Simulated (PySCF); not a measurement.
A structure optimised at PBE-D3(BJ)/def2-TZVP, used in a PySCF frequency run:

```
C
H 1 1.0989
H 1 1.1000 2 106.98
C 1 1.5221 2 111.59 3 -121.50
H 4 1.0984 1 110.99 2 179.39
H 4 1.0997 5 107.83 1 -121.82
H 4 1.1016 5 108.53 6 -116.53
S 1 1.8301 2 108.93 3 111.56
H 8 1.3542 1 96.35 2 63.41
```

Task: Write its SMILES and formula.

Result: CCS, C₂H₆S

Task: What are its rotational constants (standard atomic weights)?

Result: 28.798, 5.2300, 4.8007 GHz
